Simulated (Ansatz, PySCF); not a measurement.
Breaking a bond: HCl, singlet.

- UHF/def2-SVP (Ansatz, a program for electronic structure)
- RHF/def2-SVP (Ansatz)
- UKS-PBE = unrestricted PBE/def2-SVP run with Ansatz
- RKS-PBE = restricted PBE/def2-SVP run with Ansatz
- UKS-PBE0 = unrestricted PBE0/def2-SVP (Ansatz)
- RKS-PBE0 = restricted PBE0/def2-SVP (Ansatz)
- UKS-B3LYP/6-31G* = unrestricted B3LYP/6-31G*, spherical d in PySCF
- RKS-B3LYP/6-31G* = PySCF with restricted B3LYP/6-31G*, spherical d
- UKS-M06-2X/6-31G* = unrestricted M06-2X/6-31G*, spherical d (PySCF 2.14.0)
- RKS-M06-2X/6-31G* = PySCF with restricted M06-2X/6-31G*, spherical d
- UKS-B3LYP/6-311+G** = unrestricted B3LYP/6-311+G**, spherical d (PySCF 2.14.0)
- RKS-B3LYP/6-311+G** = restricted B3LYP/6-311+G**, spherical d (PySCF)

Scanned distances (Å): 0.96, 1.01, 1.11, 1.14, 1.22, 1.26, 1.28, 1.33, 1.36, 1.40, 1.50, 1.58, 1.75, 1.93, 2.13, 2.32, 2.62, 2.81, 3.08, 3.50, 3.81, 4.50, 5.15.

Where does the unrestricted solution first break spin symmetry (<S²> of 0.01 or more)?

UHF: between 1.58 and 1.75 Å; UKS-PBE: between 2.13 and 2.32 Å; UKS-PBE0: between 1.93 and 2.13 Å; UKS-B3LYP/6-31G*: between 1.93 and 2.13 Å; UKS-M06-2X/6-31G*: between 1.93 and 2.13 Å; UKS-B3LYP/6-311+G**: between 1.93 and 2.13 Å.

```json
[
 {"R / Å": "0.96", "<S²> UHF": "0.00", "E(RHF) − E(UHF) / kcal/mol": "0.0", "<S²> UKS-PBE": "0.00", "E(RKS-PBE) − E(UKS-PBE) / kcal/mol": "0.0", "<S²> UKS-PBE0": "0.00", "E(RKS-PBE0) − E(UKS-PBE0) / kcal/mol": "0.0", "<S²> UKS-B3LYP/6-31G*": "0.00", "E(RKS-B3LYP/6-31G*) − E(UKS-B3LYP/6-31G*) / kcal/mol": "0.0", "<S²> UKS-M06-2X/6-31G*": "0.00", "E(RKS-M06-2X/6-31G*) − E(UKS-M06-2X/6-31G*) / kcal/mol": "0.0", "<S²> UKS-B3LYP/6-311+G**": "0.00", "E(RKS-B3LYP/6-311+G**) − E(UKS-B3LYP/6-311+G**) / kcal/mol": "0.0"},
 {"R / Å": "1.01", "<S²> UHF": "0.00", "E(RHF) − E(UHF) / kcal/mol": "0.0", "<S²> UKS-PBE": "0.00", "E(RKS-PBE) − E(UKS-PBE) / kcal/mol": "0.0", "<S²> UKS-PBE0": "0.00", "E(RKS-PBE0) − E(UKS-PBE0) / kcal/mol": "0.0", "<S²> UKS-B3LYP/6-31G*": "0.00", "E(RKS-B3LYP/6-31G*) − E(UKS-B3LYP/6-31G*) / kcal/mol": "0.0", "<S²> UKS-M06-2X/6-31G*": "0.00", "E(RKS-M06-2X/6-31G*) − E(UKS-M06-2X/6-31G*) / kcal/mol": "0.0", "<S²> UKS-B3LYP/6-311+G**": "0.00", "E(RKS-B3LYP/6-311+G**) − E(UKS-B3LYP/6-311+G**) / kcal/mol": "0.0"},
 {"R / Å": "1.11", "<S²> UHF": "0.00", "E(RHF) − E(UHF) / kcal/mol": "0.0", "<S²> UKS-PBE": "0.00", "E(RKS-PBE) − E(UKS-PBE) / kcal/mol": "0.0", "<S²> UKS-PBE0": "0.00", "E(RKS-PBE0) − E(UKS-PBE0) / kcal/mol": "0.0", "<S²> UKS-B3LYP/6-31G*": "0.00", "E(RKS-B3LYP/6-31G*) − E(UKS-B3LYP/6-31G*) / kcal/mol": "0.0", "<S²> UKS-M06-2X/6-31G*": "0.00", "E(RKS-M06-2X/6-31G*) − E(UKS-M06-2X/6-31G*) / kcal/mol": "0.0", "<S²> UKS-B3LYP/6-311+G**": "0.00", "E(RKS-B3LYP/6-311+G**) − E(UKS-B3LYP/6-311+G**) / kcal/mol": "0.0"},
 {"R / Å": "1.14", "<S²> UHF": "0.00", "E(RHF) − E(UHF) / kcal/mol": "0.0", "<S²> UKS-PBE": "0.00", "E(RKS-PBE) − E(UKS-PBE) / kcal/mol": "0.0", "<S²> UKS-PBE0": "0.00", "E(RKS-PBE0) − E(UKS-PBE0) / kcal/mol": "0.0", "<S²> UKS-B3LYP/6-31G*": "0.00", "E(RKS-B3LYP/6-31G*) − E(UKS-B3LYP/6-31G*) / kcal/mol": "0.0", "<S²> UKS-M06-2X/6-31G*": "0.00", "E(RKS-M06-2X/6-31G*) − E(UKS-M06-2X/6-31G*) / kcal/mol": "0.0", "<S²> UKS-B3LYP/6-311+G**": "0.00", "E(RKS-B3LYP/6-311+G**) − E(UKS-B3LYP/6-311+G**) / kcal/mol": "0.0"},
 {"R / Å": "1.22", "<S²> UHF": "0.00", "E(RHF) − E(UHF) / kcal/mol": "0.0", "<S²> UKS-PBE": "0.00", "E(RKS-PBE) − E(UKS-PBE) / kcal/mol": "0.0", "<S²> UKS-PBE0": "0.00", "E(RKS-PBE0) − E(UKS-PBE0) / kcal/mol": "0.0", "<S²> UKS-B3LYP/6-31G*": "0.00", "E(RKS-B3LYP/6-31G*) − E(UKS-B3LYP/6-31G*) / kcal/mol": "0.0", "<S²> UKS-M06-2X/6-31G*": "0.00", "E(RKS-M06-2X/6-31G*) − E(UKS-M06-2X/6-31G*) / kcal/mol": "0.0", "<S²> UKS-B3LYP/6-311+G**": "0.00", "E(RKS-B3LYP/6-311+G**) − E(UKS-B3LYP/6-311+G**) / kcal/mol": "0.0"},
 {"R / Å": "1.26", "<S²> UHF": "0.00", "E(RHF) − E(UHF) / kcal/mol": "0.0", "<S²> UKS-PBE": "0.00", "E(RKS-PBE) − E(UKS-PBE) / kcal/mol": "0.0", "<S²> UKS-PBE0": "0.00", "E(RKS-PBE0) − E(UKS-PBE0) / kcal/mol": "0.0", "<S²> UKS-B3LYP/6-31G*": "0.00", "E(RKS-B3LYP/6-31G*) − E(UKS-B3LYP/6-31G*) / kcal/mol": "0.0", "<S²> UKS-M06-2X/6-31G*": "0.00", "E(RKS-M06-2X/6-31G*) − E(UKS-M06-2X/6-31G*) / kcal/mol": "0.0", "<S²> UKS-B3LYP/6-311+G**": "0.00", "E(RKS-B3LYP/6-311+G**) − E(UKS-B3LYP/6-311+G**) / kcal/mol": "0.0"},
 {"R / Å": "1.28", "<S²> UHF": "0.00", "E(RHF) − E(UHF) / kcal/mol": "0.0", "<S²> UKS-PBE": "0.00", "E(RKS-PBE) − E(UKS-PBE) / kcal/mol": "0.0", "<S²> UKS-PBE0": "0.00", "E(RKS-PBE0) − E(UKS-PBE0) / kcal/mol": "0.0", "<S²> UKS-B3LYP/6-31G*": "0.00", "E(RKS-B3LYP/6-31G*) − E(UKS-B3LYP/6-31G*) / kcal/mol": "0.0", "<S²> UKS-M06-2X/6-31G*": "0.00", "E(RKS-M06-2X/6-31G*) − E(UKS-M06-2X/6-31G*) / kcal/mol": "0.0", "<S²> UKS-B3LYP/6-311+G**": "0.00", "E(RKS-B3LYP/6-311+G**) − E(UKS-B3LYP/6-311+G**) / kcal/mol": "0.0"},
 {"R / Å": "1.33", "<S²> UHF": "0.00", "E(RHF) − E(UHF) / kcal/mol": "0.0", "<S²> UKS-PBE": "0.00", "E(RKS-PBE) − E(UKS-PBE) / kcal/mol": "0.0", "<S²> UKS-PBE0": "0.00", "E(RKS-PBE0) − E(UKS-PBE0) / kcal/mol": "0.0", "<S²> UKS-B3LYP/6-31G*": "0.00", "E(RKS-B3LYP/6-31G*) − E(UKS-B3LYP/6-31G*) / kcal/mol": "0.0", "<S²> UKS-M06-2X/6-31G*": "0.00", "E(RKS-M06-2X/6-31G*) − E(UKS-M06-2X/6-31G*) / kcal/mol": "0.0", "<S²> UKS-B3LYP/6-311+G**": "0.00", "E(RKS-B3LYP/6-311+G**) − E(UKS-B3LYP/6-311+G**) / kcal/mol": "0.0"},
 {"R / Å": "1.36", "<S²> UHF": "0.00", "E(RHF) − E(UHF) / kcal/mol": "0.0", "<S²> UKS-PBE": "0.00", "E(RKS-PBE) − E(UKS-PBE) / kcal/mol": "0.0", "<S²> UKS-PBE0": "0.00", "E(RKS-PBE0) − E(UKS-PBE0) / kcal/mol": "0.0", "<S²> UKS-B3LYP/6-31G*": "0.00", "E(RKS-B3LYP/6-31G*) − E(UKS-B3LYP/6-31G*) / kcal/mol": "0.0", "<S²> UKS-M06-2X/6-31G*": "0.00", "E(RKS-M06-2X/6-31G*) − E(UKS-M06-2X/6-31G*) / kcal/mol": "0.0", "<S²> UKS-B3LYP/6-311+G**": "0.00", "E(RKS-B3LYP/6-311+G**) − E(UKS-B3LYP/6-311+G**) / kcal/mol": "0.0"},
 {"R / Å": "1.40", "<S²> UHF": "0.00", "E(RHF) − E(UHF) / kcal/mol": "0.0", "<S²> UKS-PBE": "0.00", "E(RKS-PBE) − E(UKS-PBE) / kcal/mol": "0.0", "<S²> UKS-PBE0": "0.00", "E(RKS-PBE0) − E(UKS-PBE0) / kcal/mol": "0.0", "<S²> UKS-B3LYP/6-31G*": "0.00", "E(RKS-B3LYP/6-31G*) − E(UKS-B3LYP/6-31G*) / kcal/mol": "0.0", "<S²> UKS-M06-2X/6-31G*": "0.00", "E(RKS-M06-2X/6-31G*) − E(UKS-M06-2X/6-31G*) / kcal/mol": "0.0", "<S²> UKS-B3LYP/6-311+G**": "0.00", "E(RKS-B3LYP/6-311+G**) − E(UKS-B3LYP/6-311+G**) / kcal/mol": "0.0"},
 {"R / Å": "1.50", "<S²> UHF": "0.00", "E(RHF) − E(UHF) / kcal/mol": "0.0", "<S²> UKS-PBE": "0.00", "E(RKS-PBE) − E(UKS-PBE) / kcal/mol": "0.0", "<S²> UKS-PBE0": "0.00", "E(RKS-PBE0) − E(UKS-PBE0) / kcal/mol": "0.0", "<S²> UKS-B3LYP/6-31G*": "0.00", "E(RKS-B3LYP/6-31G*) − E(UKS-B3LYP/6-31G*) / kcal/mol": "0.0", "<S²> UKS-M06-2X/6-31G*": "0.00", "E(RKS-M06-2X/6-31G*) − E(UKS-M06-2X/6-31G*) / kcal/mol": "0.0", "<S²> UKS-B3LYP/6-311+G**": "0.00", "E(RKS-B3LYP/6-311+G**) − E(UKS-B3LYP/6-311+G**) / kcal/mol": "0.0"},
 {"R / Å": "1.58", "<S²> UHF": "0.00", "E(RHF) − E(UHF) / kcal/mol": "0.0", "<S²> UKS-PBE": "0.00", "E(RKS-PBE) − E(UKS-PBE) / kcal/mol": "0.0", "<S²> UKS-PBE0": "0.00", "E(RKS-PBE0) − E(UKS-PBE0) / kcal/mol": "0.0", "<S²> UKS-B3LYP/6-31G*": "0.00", "E(RKS-B3LYP/6-31G*) − E(UKS-B3LYP/6-31G*) / kcal/mol": "0.0", "<S²> UKS-M06-2X/6-31G*": "0.00", "E(RKS-M06-2X/6-31G*) − E(UKS-M06-2X/6-31G*) / kcal/mol": "0.0", "<S²> UKS-B3LYP/6-311+G**": "0.00", "E(RKS-B3LYP/6-311+G**) − E(UKS-B3LYP/6-311+G**) / kcal/mol": "0.0"},
 {"R / Å": "1.75", "<S²> UHF": "0.09", "E(RHF) − E(UHF) / kcal/mol": "0.2", "<S²> UKS-PBE": "0.00", "E(RKS-PBE) − E(UKS-PBE) / kcal/mol": "0.0", "<S²> UKS-PBE0": "0.00", "E(RKS-PBE0) − E(UKS-PBE0) / kcal/mol": "0.0", "<S²> UKS-B3LYP/6-31G*": "0.00", "E(RKS-B3LYP/6-31G*) − E(UKS-B3LYP/6-31G*) / kcal/mol": "0.0", "<S²> UKS-M06-2X/6-31G*": "0.00", "E(RKS-M06-2X/6-31G*) − E(UKS-M06-2X/6-31G*) / kcal/mol": "0.0", "<S²> UKS-B3LYP/6-311+G**": "0.00", "E(RKS-B3LYP/6-311+G**) − E(UKS-B3LYP/6-311+G**) / kcal/mol": "0.0"},
 {"R / Å": "1.93", "<S²> UHF": "0.50", "E(RHF) − E(UHF) / kcal/mol": "7.9", "<S²> UKS-PBE": "0.00", "E(RKS-PBE) − E(UKS-PBE) / kcal/mol": "0.0", "<S²> UKS-PBE0": "0.00", "E(RKS-PBE0) − E(UKS-PBE0) / kcal/mol": "0.0", "<S²> UKS-B3LYP/6-31G*": "0.00", "E(RKS-B3LYP/6-31G*) − E(UKS-B3LYP/6-31G*) / kcal/mol": "0.0", "<S²> UKS-M06-2X/6-31G*": "0.00", "E(RKS-M06-2X/6-31G*) − E(UKS-M06-2X/6-31G*) / kcal/mol": "0.0", "<S²> UKS-B3LYP/6-311+G**": "0.00", "E(RKS-B3LYP/6-311+G**) − E(UKS-B3LYP/6-311+G**) / kcal/mol": "0.0"},
 {"R / Å": "2.13", "<S²> UHF": "0.74", "E(RHF) − E(UHF) / kcal/mol": "22.8", "<S²> UKS-PBE": "0.00", "E(RKS-PBE) − E(UKS-PBE) / kcal/mol": "0.0", "<S²> UKS-PBE0": "0.26", "E(RKS-PBE0) − E(UKS-PBE0) / kcal/mol": "1.0", "<S²> UKS-B3LYP/6-31G*": "0.17", "E(RKS-B3LYP/6-31G*) − E(UKS-B3LYP/6-31G*) / kcal/mol": "0.6", "<S²> UKS-M06-2X/6-31G*": "0.20", "E(RKS-M06-2X/6-31G*) − E(UKS-M06-2X/6-31G*) / kcal/mol": "0.6", "<S²> UKS-B3LYP/6-311+G**": "0.16", "E(RKS-B3LYP/6-311+G**) − E(UKS-B3LYP/6-311+G**) / kcal/mol": "0.5"},
 {"R / Å": "2.32", "<S²> UHF": "0.86", "E(RHF) − E(UHF) / kcal/mol": "38.3", "<S²> UKS-PBE": "0.31", "E(RKS-PBE) − E(UKS-PBE) / kcal/mol": "1.0", "<S²> UKS-PBE0": "0.56", "E(RKS-PBE0) − E(UKS-PBE0) / kcal/mol": "6.5", "<S²> UKS-B3LYP/6-31G*": "0.45", "E(RKS-B3LYP/6-31G*) − E(UKS-B3LYP/6-31G*) / kcal/mol": "4.3", "<S²> UKS-M06-2X/6-31G*": "0.57", "E(RKS-M06-2X/6-31G*) − E(UKS-M06-2X/6-31G*) / kcal/mol": "6.0", "<S²> UKS-B3LYP/6-311+G**": "0.45", "E(RKS-B3LYP/6-311+G**) − E(UKS-B3LYP/6-311+G**) / kcal/mol": "4.2"},
 {"R / Å": "2.62", "<S²> UHF": "0.95", "E(RHF) − E(UHF) / kcal/mol": "61.4", "<S²> UKS-PBE": "0.68", "E(RKS-PBE) − E(UKS-PBE) / kcal/mol": "7.8", "<S²> UKS-PBE0": "0.80", "E(RKS-PBE0) − E(UKS-PBE0) / kcal/mol": "18.0", "<S²> UKS-B3LYP/6-31G*": "0.73", "E(RKS-B3LYP/6-31G*) − E(UKS-B3LYP/6-31G*) / kcal/mol": "13.4", "<S²> UKS-M06-2X/6-31G*": "0.83", "E(RKS-M06-2X/6-31G*) − E(UKS-M06-2X/6-31G*) / kcal/mol": "19.7", "<S²> UKS-B3LYP/6-311+G**": "0.73", "E(RKS-B3LYP/6-311+G**) − E(UKS-B3LYP/6-311+G**) / kcal/mol": "13.1"},
 {"R / Å": "2.81", "<S²> UHF": "0.97", "E(RHF) − E(UHF) / kcal/mol": "74.2", "<S²> UKS-PBE": "0.79", "E(RKS-PBE) − E(UKS-PBE) / kcal/mol": "12.7", "<S²> UKS-PBE0": "0.88", "E(RKS-PBE0) − E(UKS-PBE0) / kcal/mol": "25.1", "<S²> UKS-B3LYP/6-31G*": "0.83", "E(RKS-B3LYP/6-31G*) − E(UKS-B3LYP/6-31G*) / kcal/mol": "19.3", "<S²> UKS-M06-2X/6-31G*": "0.89", "E(RKS-M06-2X/6-31G*) − E(UKS-M06-2X/6-31G*) / kcal/mol": "28.1", "<S²> UKS-B3LYP/6-311+G**": "0.82", "E(RKS-B3LYP/6-311+G**) − E(UKS-B3LYP/6-311+G**) / kcal/mol": "18.9"},
 {"R / Å": "3.08", "<S²> UHF": "0.99", "E(RHF) − E(UHF) / kcal/mol": "89.7", "<S²> UKS-PBE": "0.87", "E(RKS-PBE) − E(UKS-PBE) / kcal/mol": "18.8", "<S²> UKS-PBE0": "0.94", "E(RKS-PBE0) − E(UKS-PBE0) / kcal/mol": "33.9", "<S²> UKS-B3LYP/6-31G*": "0.90", "E(RKS-B3LYP/6-31G*) − E(UKS-B3LYP/6-31G*) / kcal/mol": "26.8", "<S²> UKS-M06-2X/6-31G*": "0.95", "E(RKS-M06-2X/6-31G*) − E(UKS-M06-2X/6-31G*) / kcal/mol": "38.4", "<S²> UKS-B3LYP/6-311+G**": "0.90", "E(RKS-B3LYP/6-311+G**) − E(UKS-B3LYP/6-311+G**) / kcal/mol": "26.0"},
 {"R / Å": "3.50", "<S²> UHF": "1.00", "E(RHF) − E(UHF) / kcal/mol": "108.0", "<S²> UKS-PBE": "0.94", "E(RKS-PBE) − E(UKS-PBE) / kcal/mol": "25.8", "<S²> UKS-PBE0": "0.98", "E(RKS-PBE0) − E(UKS-PBE0) / kcal/mol": "44.3", "<S²> UKS-B3LYP/6-31G*": "0.96", "E(RKS-B3LYP/6-31G*) − E(UKS-B3LYP/6-31G*) / kcal/mol": "35.6", "<S²> UKS-M06-2X/6-31G*": "0.99", "E(RKS-M06-2X/6-31G*) − E(UKS-M06-2X/6-31G*) / kcal/mol": "50.9", "<S²> UKS-B3LYP/6-311+G**": "0.96", "E(RKS-B3LYP/6-311+G**) − E(UKS-B3LYP/6-311+G**) / kcal/mol": "34.4"},
 {"R / Å": "3.81", "<S²> UHF": "1.00", "E(RHF) − E(UHF) / kcal/mol": "117.8", "<S²> UKS-PBE": "0.96", "E(RKS-PBE) − E(UKS-PBE) / kcal/mol": "29.1", "<S²> UKS-PBE0": "1.00", "E(RKS-PBE0) − E(UKS-PBE0) / kcal/mol": "49.5", "<S²> UKS-B3LYP/6-31G*": "0.99", "E(RKS-B3LYP/6-31G*) − E(UKS-B3LYP/6-31G*) / kcal/mol": "40.1", "<S²> UKS-M06-2X/6-31G*": "1.00", "E(RKS-M06-2X/6-31G*) − E(UKS-M06-2X/6-31G*) / kcal/mol": "57.5", "<S²> UKS-B3LYP/6-311+G**": "0.98", "E(RKS-B3LYP/6-311+G**) − E(UKS-B3LYP/6-311+G**) / kcal/mol": "38.8"},
 {"R / Å": "4.50", "<S²> UHF": "1.01", "E(RHF) − E(UHF) / kcal/mol": "131.7", "<S²> UKS-PBE": "0.99", "E(RKS-PBE) − E(UKS-PBE) / kcal/mol": "33.2", "<S²> UKS-PBE0": "1.00", "E(RKS-PBE0) − E(UKS-PBE0) / kcal/mol": "56.3", "<S²> UKS-B3LYP/6-31G*": "1.00", "E(RKS-B3LYP/6-31G*) − E(UKS-B3LYP/6-31G*) / kcal/mol": "46.1", "<S²> UKS-M06-2X/6-31G*": "1.00", "E(RKS-M06-2X/6-31G*) − E(UKS-M06-2X/6-31G*) / kcal/mol": "66.7", "<S²> UKS-B3LYP/6-311+G**": "1.00", "E(RKS-B3LYP/6-311+G**) − E(UKS-B3LYP/6-311+G**) / kcal/mol": "44.6"},
 {"R / Å": "5.15", "<S²> UHF": "1.01", "E(RHF) − E(UHF) / kcal/mol": "139.0", "<S²> UKS-PBE": "1.00", "E(RKS-PBE) − E(UKS-PBE) / kcal/mol": "34.7", "<S²> UKS-PBE0": "1.00", "E(RKS-PBE0) − E(UKS-PBE0) / kcal/mol": "59.3", "<S²> UKS-B3LYP/6-31G*": "1.00", "E(RKS-B3LYP/6-31G*) − E(UKS-B3LYP/6-31G*) / kcal/mol": "48.8", "<S²> UKS-M06-2X/6-31G*": "1.00", "E(RKS-M06-2X/6-31G*) − E(UKS-M06-2X/6-31G*) / kcal/mol": "71.3", "<S²> UKS-B3LYP/6-311+G**": "1.00", "E(RKS-B3LYP/6-311+G**) − E(UKS-B3LYP/6-311+G**) / kcal/mol": "47.3"}
]
```
